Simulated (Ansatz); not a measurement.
# Which is lower?

Two relaxed structures of HS2O, doublet (PBE0-D4/def2-TZVP; forces vanish, vibrations not checked).

A:

```
4
angstrom
S -1.3579 -0.4081 0.8772
O -0.4232 0.7866 0.3318
S 0.9485 0.4830 -0.5984
H 0.8326 -0.8615 -0.6106
```

B:

S1  (-1.434, -0.704, 0.909)
O2  (0.828, 0.416, -0.524)
S3  (-0.477, 0.856, 0.373)
H4  (0.833, -0.551, -0.589)
(Å)

Program: Ansatz 0.2.0. Basis: def2-TZVPP. Cores are frozen in the correlated methods; orbitals are unrestricted. B3LYP uses VWN-RPA correlation.

(1) Which structure is lower at CCSD(T), and by how much? (Judge from chemistry; the value comes from the calculation.)

The T1 diagnostic stays at or below 0.028. ⟨S²⟩ of the unrestricted Hartree–Fock references: 0.77 to 0.78 (a pure state has 0.75).

Results:

(1) The calculation gives: B, by 42.70 kcal/mol (electronic energy, against the other). By their contacts, A is HS₂O ([S][O][SH]) and B is HS₂O ([OH][S][S]).

All methods give the same order:

```csv
method,E(B) − E(A) (kcal/mol)
PBE-D4,-45.90
r2SCAN-D4,-47.64
PBE0-D4,-46.48
B3LYP-D4,-42.89
wB97M-V,-43.20
HF,-36.30
MP2,-46.64
CCSD,-41.33
CCSD(T),-42.70
```

Labels in which every atom is bracketed show which atoms are joined, not bond orders.

For scale, one of the runs: CCSD(T)/def2-TZVPP, 129 basis functions, launched by `ansatz run in.yaml --threads 2 --pin off --events-out ev --progress --plain --max-ram 4352MiB`. Time: 18 s of wall clock on 2 CPU threads of an Intel Xeon 6975P-C; the host was shared. Peak host memory: 1.4 GiB.
